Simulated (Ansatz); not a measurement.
Species: CN, charge 0, multiplicity 2. 
Structure (B3LYP-D3(BJ)/def2-TZVP (Ansatz, a first-principles code) minimum search):
```
C
N 1 1.1622
```
Charge 0, spin multiplicity 2.

Wanted: vertical electron affinity (to the singlet state of charge -1; a negative value means that the extra electron is unbound and the number depends on the basis; each state is the SCF solution reached for its spin; the UHF <S^2> is 1.12 for the doublet (pure: 0.75); for the doublet T1 is 0.086), in eV. Valence correlation only, unless marked. Open shells are spin-unrestricted. Spin-orbit coupling is left out. Non-relativistic. Anions need diffuse functions: aug- sets have them; def2-D sets add few. CBS marks a two-point X^-3 extrapolation of the correlation energy; Hartree-Fock from the larger set.

```json
[
 {"level": "B3LYP/def2-TZVPD", "program": "Ansatz", "vertical electron affinity (eV)": "4.00"},
 {"level": "PBE0/def2-TZVPD", "program": "Ansatz", "vertical electron affinity (eV)": "3.86"},
 {"level": "CAM-B3LYP/def2-TZVPD", "program": "Ansatz", "vertical electron affinity (eV)": "4.14"},
 {"level": "wB97X/def2-TZVPD", "program": "Ansatz", "vertical electron affinity (eV)": "4.07"}
]
```

### Question
What does CCSD(T)/CBS(aug-cc-pVTZ,aug-cc-pVQZ) (Ansatz) give?

### Answer
3.92 eV, so wB97X/def2-TZVPD differs from it by 0.15 eV.
